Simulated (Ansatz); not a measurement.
Mixing energy, order and entropy in SiC7

Computed with Ansatz, DFT PBE, scalar-relativistic, plane waves, PAW.

Settings: cutoff 420 eV, Γ-centred mesh 5×5×4 on the computed 24-atom cell, Gaussian smearing of 0.02 eV; no spin polarisation.

Cells of 24 atoms on a diamond lattice, 3 Si, 21 C, each occupation relaxed without symmetry on a coarser mesh and computed once more. α is the first-shell Warren–Cowley parameter of unlike pairs (negative: unlike neighbours in excess, 0: random). ΔH counts from the elements in their standard crystals.

```json
{"cell": "1", "α": "0.05", "ΔH (meV/atom)": "581", "V (Å³/atom)": "6.91", "rms shift from sites (Å)": "0.15"}
{"cell": "2", "α": "-0.14", "ΔH (meV/atom)": "456", "V (Å³/atom)": "6.87", "rms shift from sites (Å)": "0.13"}
{"cell": "3", "α": "0.24", "ΔH (meV/atom)": "694", "V (Å³/atom)": "6.95", "rms shift from sites (Å)": "0.16"}
```

Q: Weigh the mixing energy against the ideal entropy.

A: Ideal mixing gives S = −k_B Σ x ln x = 0.377 k_B per atom (3.1 J/(mol K)), worth 32 meV/atom at 1000 K. The cell nearest to random, 1, has ΔH = 581 meV/atom. Against the pure elements it breaks even at T = ΔH/S = 17910 K, beyond the melting of most metals, so a solid solution isn't expected. ΔH includes the cost of putting the elements on this lattice where they prefer another, and what the coarser relaxation leaves, which can only raise it; vibrational entropy is left out. An error of 8 meV/atom in ΔH, as mesh and relaxation can leave, moves such a temperature by 250 K, and the spread of these cells, 238 meV/atom, by 7340 K.

Q: Does the alloy prefer like or unlike neighbours?

A: Across α from -0.14 to 0.24 the energy spans 238 meV/atom, a slope of 626 meV/atom per unit of α. Lower α is lower in energy: unlike neighbours are favoured, a tendency to order, although ΔH has the opposite sign, as happens when size mismatch or the lattice's cost dominates ΔH while chemistry sets the local order. With 3 cells this is a hint: farther shells and local relaxation also differ between them.

The final mesh leaves forces up to 0.03 eV/Å and stresses up to 0.1 GPa.

Cost: 6 runs of about 4.5 core-minutes in all (earlier runs that led there not counted), on Intel Xeon 6975P-C (Granite Rapids) (shared hosts).